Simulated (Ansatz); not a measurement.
# CAlN: the cost of one run

Computed with Ansatz 0.2.0, Gaussian basis. Level: def2-QZVPP, core rule «outside noble gas», up to 7 orbitals frozen.

The runs, in order: UHF; ROHF; CCSD(T) on UHF.

2 further runs of the same task are left out: 2 set aside as unsound or not needed.

## (1) The geometry

The geometry is a PBE0/def2-TZVP stationary point (not a proven minimum) of the parent state, kept for this charge and spin.

3 atoms, charge 1, spin multiplicity 4.

Atoms are counted from 1 here; the program's logs count them from 0.

Bond lengths: Al1–N2 1.793 Å, N2–C3 1.178 Å. Angles: Al1–N2–C3 180.0°.

Coordinates:

```
atom   x (Å)   y (Å)    z (Å)
 Al1  0.0000  0.0000   1.5877
  N2  0.0000  0.0000  -0.2049
  C3  0.0000  0.0000  -1.3827
```

## (2) UHF

Input file in.yaml:

```yaml
crystal:
  periodic: [false, false, false]
  atoms:
    - {symbol: Al, position_ang: [0.000000, 0.000000, 1.587667]}
    - {symbol: N, position_ang: [0.000000, 0.000000, -0.204933]}
    - {symbol: C, position_ang: [0.000000, 0.000000, -1.382733]}
basis:
  gaussian: {orbitals: "def2-QZVPP.json"}
total_charge: 1
magnetization: {spin_polarized: true, initial_magnetization: 3}
hamiltonian: {xc: hf}
output: {orbitals: {seedname: orbitals}}
```

Started as:

```bash
ansatz run in.yaml --threads 1 --pin off --events-out ev --progress --plain --max-ram 2393MiB
```

**Question.** How long does this run take on 1 thread of Arm Neoverse V1, shared host, and how much memory does it need?

About 11 s, with a peak of 0.34 GiB.
